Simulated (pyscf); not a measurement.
**Routes from O=Sn=O + H₂**

Candidate steps break at most two bonds and form at most two. Each was searched with GFN2-xTB (tblite) first. Single points on ωB97X-D3(BJ)/def2-SVP structures (PySCF, gas phase). Energies: ωB97M-D3(BJ)/def2-TZVP, eV, from the separated reactants, singlet surface; ΔG‡ with ideal gas, 1 atm, RRHO with modes under 100 cm⁻¹ raised to 100, one conformer, R ln 2 for chiral ones without a mode under 150 cm⁻¹.

```tsv
products	type	ΔE‡	ΔE	ΔG‡ 298 K	ΔG‡ 900 K	ν‡ (cm⁻¹)
O=SnH–OH	addition across a multiple bond or ene-type step	0.94	-2.02	1.23	1.89	1659i
O=Sn: [singlet] + H₂O	concerted two-bond exchange	1.60	-2.89	1.77	2.25	1349i
```

Row 1: On the product side the descent ends in a point that may be a rotor saddle (no frequency run), 0.12 eV over the lowest minimum found and 2.86 eV under the saddle at ωB97X-D3(BJ)/def2-TZVP. Row 2: On the product side the descent ends in an adduct with a O–Sn contact, 0.60 eV under the separated species and 5.04 eV under the saddle at ωB97X-D3(BJ)/def2-TZVP. 

Plain bond fissions and candidates not yet searched are not listed, and one of them may be faster. Each barrier is that of the saddle found; lower ones may exist. A restricted solution here is unstable towards spin polarisation, so biradical character is likely and single-reference numbers are less safe. Elements past Kr carry the def2 core potentials, without spin-orbit coupling.
